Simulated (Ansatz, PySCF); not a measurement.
Series SiXY, Y = H, computed as singlets and as triplets. Isolated molecules, 0 K electronic values unless said otherwise. One relaxed conformer stands for each flexible species; it need not be the lowest. Strings in code marks are SMILES.

Quantity: adiabatic spin-state energy, in kcal/mol. HF references are unrestricted for open shells and restricted for singlets. The restricted reference of `[SiH2]`, `C[SiH]`, `F[SiH]`, `[SiH]Cl`, `O[SiH]`, `[SiH]S` and `[C-]#[N+][SiH]` is unstable towards unrestricted orbitals.

Level 1: frozen-core CCSD(T)/cc-pVTZ // PBE0-D3(BJ)/def2-TZVP (Ansatz, a program for electronic structure)
Level 2: frozen-core CCSDTQ/6-31g // PBE0-D3(BJ)/def2-TZVP (Ansatz)
Level 3: PBE-D3(BJ)/def2-TZVP // PBE0-D3(BJ)/def2-TZVP (PySCF)
Level 4: M06-2X/6-31G* // PBE0-D3(BJ)/def2-TZVP (PySCF)

```json
[
 {"species": "`[SiH]S`: multiplicity 3 minus multiplicity 1", "level 1": "35.8", "level 2": "?", "level 3": "32.7", "level 4": "?"},
 {"species": "`N[SiH]`: multiplicity 3 minus multiplicity 1", "level 1": "?", "level 2": "38.6", "level 3": "37.2", "level 4": "40.5"},
 {"species": "`[SiH2]`: multiplicity 3 minus multiplicity 1", "level 1": "?", "level 2": "10.4", "level 3": "16.2", "level 4": "18.7"},
 {"species": "`O[SiH]`: multiplicity 3 minus multiplicity 1", "level 1": "39.7", "level 2": "35.6", "level 3": "?", "level 4": "38.7"},
 {"species": "`[SiH]Cl`: multiplicity 3 minus multiplicity 1", "level 1": "33.8", "level 2": "27.3", "level 3": "30.2", "level 4": "?"},
 {"species": "`F[SiH]`: multiplicity 3 minus multiplicity 1", "level 1": "38.6", "level 2": "34.5", "level 3": "34.3", "level 4": "37.7"},
 {"species": "`[C-]#[N+][SiH]`: multiplicity 3 minus multiplicity 1", "level 1": "31.9", "level 2": "?", "level 3": "26.9", "level 4": "29.8"},
 {"species": "`C[SiH]`: multiplicity 3 minus multiplicity 1", "level 1": "22.8", "level 2": "?", "level 3": "19.1", "level 4": "21.2"}
]
```

Task: Fill in the missing entries.

Result: 
- `[SiH]S`: multiplicity 3 minus multiplicity 1, level 2: 28.1
- `[SiH]S`: multiplicity 3 minus multiplicity 1, level 4: 34.7
- `N[SiH]`: multiplicity 3 minus multiplicity 1, level 1: 41.6
- `[SiH2]`: multiplicity 3 minus multiplicity 1, level 1: 20.0
- `O[SiH]`: multiplicity 3 minus multiplicity 1, level 3: 35.3
- `[SiH]Cl`: multiplicity 3 minus multiplicity 1, level 4: 32.3
- `[C-]#[N+][SiH]`: multiplicity 3 minus multiplicity 1, level 2: 25.9
- `C[SiH]`: multiplicity 3 minus multiplicity 1, level 2: 14.7
